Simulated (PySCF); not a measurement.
Lithium: a sound run and one with changed settings

Sound run: Li [He] 2s1, Li⁺ 1s2. All numbers are calculated (PySCF 2.14, scalar relativity by spin-free X2C-1e, in jorge-DZP-DKH (4s2p1d, 15 functions)). The sound run starts from symmetry-adapted Hartree-Fock orbitals and uses a fine grid where one is needed.

Changed run: initial guess sap, at most 3 SCF cycles. This setting is unsound on purpose.

```csv
species,method,sound run (hartree),changed run (hartree),converged
Li,UHF,-7.43268,-7.43268,no
Li,M06-L,-7.48733,-7.48718,no
Li,M06-2X,-7.48138,-7.48130,no
Li⁺,UHF,-7.23672,-7.23672,no
Li⁺,M06-L,-7.30069,-7.30069,no
Li⁺,M06-2X,-7.28306,-7.28306,no
```

The SCF was stopped early; the energies are upper bounds that still move, and correlated levels were skipped or rest on poor orbitals.
